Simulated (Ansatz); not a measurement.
## How far each method lies from RCCSDTQ for PH$_{4}$, doublet

Geometry: a point of a stretch scan, not a stationary point.

```xyz
5

P     0.0401    0.0000    0.0725
H     0.3489    0.0000   -3.9617
H    -0.8682    1.0782    0.0725
H    -0.8682   -1.0782    0.0725
H     0.1560    0.0000    1.5872
```

Basis cc-pVDZ; Ansatz 0.2.0. Only valence electrons are correlated (noble-gas cores frozen), which leaves 9 electrons in 33 orbitals. Prefix R: restricted or restricted open-shell reference; prefix U: unrestricted. Active spaces: valence = (9e, 8o) chosen from the atoms' valence shells; pair = (3e, 3o) about the gap.

Full CI isn't at hand for all of this; RCCSDTQ serves as the reference, and is uncertain by the last step of the cluster series or more. The frozen core follows each run's orbitals, which can shift R against U totals by a few meV.

For open shells CISD is restricted-active-space CI with the open shells as a complete middle space.

* UHF ⟨S²⟩: 0.750
* T1 diagnostic (RCCSD): 0.0102
* largest doubles amplitude (RCCSD): 0.050
* T1 diagnostic (UCCSD): 0.0102

```csv
level,E − E(RCCSDTQ) (meV),share of correlation (%),wall time
RHF,4586,0.00,–
UHF,4586,0.00,–
RMP2,917,79.99,–
UMP2,917,80.00,–
CISD,352,92.32,0.64 s
RCCSD,123,97.32,–
UCCSD,123,97.32,–
RCCSD(T),22,99.52,0.76 s
UCCSD(T),22,99.52,0.67 s
BCCD(T),22,99.52,0.91 s
RCCSDT,5,99.89,–
UCCSDT,5,99.89,–
RCCSDT(Q),1,99.99,10 s
UCCSDT(Q),1,99.99,8.5 s
CASSCF (pair space),4130,9.95,–
NEVPT2 (pair space),900,80.38,0.3 s
MRCISD (pair space),280,93.89,–
MRCISD+Q (pair space),-13,100.27,0.49 s
CASSCF (valence space),3195,30.33,–
NEVPT2 (valence space),800,82.56,1.7 s
MRCISD (valence space),165,96.40,–
MRCISD+Q (valence space),-1,100.02,2.4 s
```

The correlation energy at RCCSDTQ, counted from RHF, is -4.586 eV. That run took 15 s on 2 threads of AMD EPYC 7R13 with a shared H100 80 GB, shared host.

Times hold each run's SCF and search for its determinant on a shared host, so for small cases they say little of a method's own cost; they ran on 1 thread of AMD EPYC 7R13.

Natural occupations of CASSCF (valence space) about the gap: 1.993 1.980 1.974 1.967 1.000 0.035 0.027 0.023; effectively unpaired electrons, Σ n²(2−n)², 1.02.
